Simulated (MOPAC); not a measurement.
A run for MOPAC: AM1 on HClHts, 2S+1 = 2.

```
AM1 1SCF PRECISE CHARGE=0 UHF MS=0.5 THREADS=1
ClH2

H      0.00000000 1     0.00000000 1     1.48580000 1
Cl     0.00000000 1     0.00000000 1     0.00000000 1
H      0.00000000 1     0.00000000 1    -1.48580000 1
```

Program output:

```
*******************************************************************************
 **                                                                           **
 **                              MOPAC v23.2.5                                **
 **                                                                           **
 *******************************************************************************
 ** MOPAC's Digital Object Identifier: https://doi.org/10.5281/zenodo.6511958 **
 **                                                                           **
 ** Please cite the open-source release paper for use of this MOPAC version:  **
 ** J. E. Moussa and J. J. P. Stewart (2026)                                  **
 ** MOPAC: An open-source semiempirical molecular orbital program             **
 ** J. Open Source Softw., 11(119), 8025, https://doi.org/10.21105/joss.08025 **
 *******************************************************************************

                              AM1 CALCULATION RESULTS

 *******************************************************************************
 *  AM1        - The AM1 Hamiltonian to be used
 *  UHF        - UNRESTRICTED HARTREE-FOCK CALCULATION
 *
 *
 *
 *                 CHARGE ON SYSTEM = 0
 *
 *
 *
 *  MS=        - IN MECI, MAGNETIC COMPONENT OF SPIN =  0.5
 *  PRECISE    - TIGHTER CRITERIA TO BE USED
 *  1SCF       - DO 1 SCF AND THEN STOP
 *  THREADS=1  - MULTI-THREADING NOT USED
 *  T=         - A TIME OF 172800.0 SECONDS REQUESTED
 *  DUMP=N     - RESTART FILE WRITTEN EVERY 7200.0 SECONDS REQUESTED
 *******************************************************************************
AM1 1SCF PRECISE CHARGE=0 UHF MS=0.5 THREADS=1
 ClH2

   ATOM   CHEMICAL          X               Y               Z
  NUMBER   SYMBOL      (ANGSTROMS)     (ANGSTROMS)     (ANGSTROMS)

     1       H          0.00000000  *   0.00000000  *   1.48580000  *
     2      Cl          0.00000000  *   0.00000000  *   0.00000000  *
     3       H          0.00000000  *   0.00000000  *  -1.48580000  *



          CARTESIAN COORDINATES

    NO.       ATOM           X           Y           Z

     1         H          0.0000      0.0000      1.4858
     2        Cl          0.0000      0.0000      0.0000
     3         H          0.0000      0.0000     -1.4858

  H: (AM1): M.J.S. DEWAR ET AL, J. AM. CHEM. SOC. 107 3902-3909 (1985)
 Cl: (AM1): M.J.S. DEWAR AND E. G. ZOEBISCH, THEOCHEM, 180, 1 (1988).

           Empirical Formula: H2 Cl  =     3 atoms



      MOLECULAR POINT GROUP   :   D*h


          UHF CALCULATION, NO. OF ALPHA ELECTRONS =    5
                           NO. OF BETA  ELECTRONS =    4

 -------------------------------------------------------------------------------
 AM1 1SCF PRECISE CHARGE=0 UHF MS=0.5 THREADS=1
 ClH2



     1SCF WAS SPECIFIED, SO BFGS WAS NOT USED
     SCF FIELD WAS ACHIEVED


                              AM1 CALCULATION
                                                       MOPAC v23.2.5 Linux




          FINAL HEAT OF FORMATION =         28.57452 KCAL/MOL =     119.55578 KJ/MOL


          COSMO AREA              =         59.03 SQUARE ANGSTROMS
          COSMO VOLUME            =         41.04 CUBIC ANGSTROMS

          IONIZATION POTENTIAL    =         10.051996 EV
          ALPHA SOMO LUMO (EV)    =        -10.052  1.592
          BETA  SOMO LUMO (EV)    =        -12.250 -0.636
          NO. OF ALPHA ELECTRONS  =          5
          NO. OF BETA  ELECTRONS  =          4
          MOLECULAR WEIGHT        =         37.4688         POINT GROUP:  D*h

          MOLECULAR DIMENSIONS (Angstroms)

            Atom       Atom       Distance
            H     3    H     1     2.97160
            H     3    H     1     0.00000
            H     1   Cl     2     0.00000


          SCF CALCULATIONS        =          1





   ATOM   CHEMICAL          X               Y               Z
  NUMBER   SYMBOL      (ANGSTROMS)     (ANGSTROMS)     (ANGSTROMS)

     1       H          0.00000000  *   0.00000000  *   1.48580000  *
     2      Cl          0.00000000  *   0.00000000  *   0.00000000  *
     3       H          0.00000000  *   0.00000000  *  -1.48580000  *

                             CARTESIAN COORDINATES

   1    H        0.000000000     0.000000000     1.485800000
   2   Cl        0.000000000     0.000000000     0.000000000
   3    H        0.000000000     0.000000000    -1.485800000


           Empirical Formula: H2 Cl  =     3 atoms



      MOLECULAR POINT GROUP   :   D*h


          ALPHA EIGENVALUES
 -36.57400 -17.71169 -12.17053 -12.17053 -10.05200   1.59215


           BETA EIGENVALUES
 -36.84388 -16.52716 -12.24975 -12.24975  -0.63602   4.03366


              NET ATOMIC CHARGES AND DIPOLE CONTRIBUTIONS

  ATOM NO.   TYPE          CHARGE      No. of ELECS.   s-Pop       p-Pop
    1          H           0.086817        0.9132     0.91318
    2         Cl          -0.173635        7.1736     1.98040     5.19324
    3          H           0.086817        0.9132     0.91318
 DIPOLE           X         Y         Z       TOTAL
 POINT-CHG.     0.000     0.000    -0.000     0.000
 HYBRID        -0.000    -0.000    -0.000     0.000
 SUM           -0.000    -0.000    -0.000     0.000


          ATOMIC ORBITAL ELECTRON POPULATIONS

     Atom    s        px        py        pz
    1  H   0.91318
    2 Cl   1.98040   2.00000   2.00000   1.19324
    3  H   0.91318


                    (SZ)    =    0.500000
                    (S**2)  =    0.787741


          ATOMIC ORBITAL SPIN POPULATIONS

    Atom   Total    s     px     py     pz
         Atomic
    1  H  0.5854  0.585
    2 Cl -0.1709  0.020  0.000 -0.000 -0.190
    3  H  0.5854  0.585

 **********************
 *                    *
 * JOB ENDED NORMALLY *
 *                    *
 **********************




 == MOPAC DONE ==
```

The run finished.

Cost: very roughly 0.05 core-seconds.
